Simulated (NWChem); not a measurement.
# MN15-L/def2-SVP (symtol 0.001) run of AlH2ClO (SMILES [OH][AlH][Cl])

Wanted: a single-point energy of AlH2ClO. 

Program for the calculation: NWChem 7.3.0.

3 further runs of the same task are left out: 3 set aside as unsound or not needed.

## (1) The system as given

The species is AlH2ClO (5 atoms), meant as a singlet with charge 0. As SMILES, `[OH][AlH][Cl]`. Geometry: relaxed at PBE0-D4/def2-TZVP. This is one conformer, not always the lowest.

Bond lengths: O1–Al2 1.684 Å, Al2–Cl3 2.096 Å, O1–H4 0.956 Å, Al2–H5 1.563 Å. Angles: O1–Al2–Cl3 119.8°, O1–Al2–H5 119.3°, Cl3–Al2–H5 120.9°, Al2–O1–H4 124.3°.

## (2) The energy at MN15-L/def2-SVP (symtol 0.001)

Input file alclh2o.nw:

```
echo
start alclh2o
title "AlClH2O"
memory 2200 mb
charge 0
geometry units angstrom autosym 0.001 noautoz
   O       -1.110100       0.370900      -0.514400
   Al       0.431000       0.184900       0.137500
   Cl       1.114900      -1.725400       0.662800
   H       -1.719500      -0.349100      -0.669500
   H        1.333500       1.445000       0.342200
end
basis spherical
   * library def2-SVP
end
dft
   xc mn15-l
   grid medium
   convergence energy 1e-08
   mulliken
end
task dft energy
```

Command:

```console
$ nwchem alclh2o.nw > alclh2o.out
```

Standard output:

```text
[...]
 Group name             Cs
[...]
          Wavefunction type:  closed shell.
          No. of atoms     :     5
          No. of electrons :    40
[...]
          Charge           :     0
          Spin multiplicity:     1
[...]
          AO basis - number of functions:    60
[...]
              XC Information
              --------------
                       MN15-L Method XC Functional
                        MN15-L Exchange Functional  1.000
                      MN15-L Correlation Potential  1.000
[...]
 d= 0,ls=0.0,diis     1   -778.5859068711 -9.08D+02  2.21D-02  8.87D-01     0.4
[...]
 d= 0,ls=0.0,diis     8   -778.6663963336  1.89D-09  6.06D-06  2.55D-07     2.2
         Total DFT energy =     -778.666396333646
      One electron energy =    -1334.211150216159
           Coulomb energy =      482.312172911594
    Exchange-Corr. energy =      -56.069019295433
 Nuclear repulsion energy =      129.301600266352
[...]
      Total Density - Mulliken Population Analysis
     ---------------------------------------------
    Atom       Charge   Shell Charges
 -----------   ------   -------------------------------------------------------
    1 O    8     8.55   1.99  1.07  0.68  2.81  1.98  0.01
    2 Al  13    12.09   2.00  1.99  0.69  0.06  5.93  0.73  0.43  0.27
    3 Cl  17    17.37   2.00  1.98  1.16  0.82  5.94  2.10  3.36  0.01
    4 H    1     0.79   0.66  0.05  0.07
    5 H    1     1.21   0.75  0.45  0.01
[...]
```

Run time: 2.7 s. Hardware: 1 thread of INTEL XEON PLATINUM 8581C at 2.10GHz (Emerald Rapids), shared host; peak memory 0.11 GiB.

## (3) What came out

At MN15-L/def2-SVP (symtol 0.001):

| quantity | value |
| --- | --- |
| total energy | -778.66640 Eh |
| dipole moment | 1.12 D |
| HOMO energy | -8.14 eV |
| LUMO energy | -1.13 eV |
| HOMO–LUMO gap | 7.00 eV |

Mulliken charges run from -0.55 on O1 to +0.91 on Al2.
